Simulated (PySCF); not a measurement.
# MgP at r²SCANh

Computed with r²SCANh; basis Mg aug-pcseg-1, P aug-pcseg-1; no relativity; PySCF 2.14.

```json
{
  "state": "⁴Σ⁻ (quartet), unpaired electrons σ ↑, π ↑↑",
  "bond length": "0.2584 nm",
  "harmonic wavenumber": "293 cm⁻¹",
  "force constant": "0.684 mdyn/Å",
  "rotational constant Be": "0.1867 cm⁻¹",
  "anharmonicity ωexe": "2.31 cm⁻¹",
  "vibration–rotation constant αe": "0.00176 cm⁻¹",
  "well depth De to Mg + P": "20.4 kcal/mol",
  "dissociation energy D0": "20.0 kcal/mol",
  "bond order (Mayer)": "0.69",
  "dipole moment (positive dipole means Mg(−)P(+))": "-2.16 D"
}
```

The state is the lowest determinant that a PBE0 search found; another state may lie lower at other levels.
